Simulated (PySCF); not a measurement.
# NO: calculation against experiment

**The experiment to reproduce.**

NIST CCCBDB Release 22 (SRD 101), experimental dipoles lists, for the gas: dipole moment (molecular beam, vibrational ground state) 0.159 D.

The runs below try to reproduce these values; the comparison stands at the end.

NO (doublet state).
SMILES with atom numbers: `[N:1]=[O:2]`

Cartesian coordinates in Å at the PBE0-D3(BJ)/def2-SVP level; atoms count from 1:
```
atom  x, y, z in Å
N1     0.5738   -0.0057   -0.0057
O2    -0.5683    0.0082   -0.0226
```

The PySCF runs (gas phase, on this PBE0-D3(BJ)/def2-SVP geometry; no spin–orbit coupling):

```csv
level,job,basis functions,wall time
"PBE0-D3(BJ)/def2-SVP, grid level 1",geometry optimisation from a GFN2-xTB start,28,1.0 s
```

Hardware: one thread, x86-64 server (shared host).

Results beside the measurements:

**Dipole moment.** Measured: 0.159 D (NIST CCCBDB Release 22 (SRD 101), experimental dipoles).

```tsv
level	computed (D)	computed − measured (D)
PBE0-D3(BJ)/def2-SVP	0.111	-0.048
```

The computed dipoles belong to one fixed geometry; measured ones are averaged over vibrations unless marked μe. Magnitudes are compared, not signs.

No measured geometry was used, and the causes of the misses weren't examined.
